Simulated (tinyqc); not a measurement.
Worked calculation: Hueckel theory of the pi electrons, for the molecule c1cc[nH]c1 (SMILES; centres numbered as the heavy atoms are written). One step of it, computed by the program tinyqc.

Problem. Energy, charges, bond orders. E = sum n x; q_r = z_r - P_rr; bond order p = P_rs; free valence = sqrt(3) - sum of p over the bonds of the atom.

x values: [2.319584, 1.188675, 0.618034, -1.008258, -1.618034]

occupations: [2.000000, 2.000000, 2.000000, 0.000000, 0.000000]

charge and bond-order matrix P, order 1C, 2C, 3C, 4N, 5C:
```
[[1.105560, 0.552773, -0.104136, -0.218847, 0.790292],
 [0.552773, 1.105560, 0.790292, -0.218847, -0.104136],
 [-0.104136, 0.790292, 1.034618, 0.439501, -0.412596],
 [-0.218847, -0.218847, 0.439501, 1.719645, 0.439501],
 [0.790292, -0.104136, -0.412596, 0.439501, 1.034618]]
```

Centres:
```
centre  z_r, pi electrons of the neutral centre         h
1C                                            1  0.000000
2C                                            1  0.000000
3C                                            1  0.000000
4N                                            2  1.500000
5C                                            1  0.000000
```

Bonds:
```
i  j         k
1  2         1
2  3         1
3  4  0.800000
4  5  0.800000
5  1         1
```

Give: pi energy = 6 alpha + this times beta; pi charges; Bond orders and lengths from R = 1.517 - 0.180 p; free valence of the carbons; gap between the highest filled and the next level.

Solution.

pi energy = 6 alpha + this times beta = 8.2526

pi charges: [-0.1056, -0.1056, -0.0346, 0.2804, -0.0346]

Bond orders and lengths from R = 1.517 - 0.180 p (angstrom, C-C alone):
```
bond       p       R
1-2   0.5528  1.4175
2-3   0.7903  1.3747
3-4   0.4395       -
4-5   0.4395       -
5-1   0.7903  1.3747
```

free valence of the carbons: [0.3890, 0.3890, 0.5023, 0.5023]

gap between the highest filled and the next level = 1.6263 |beta|
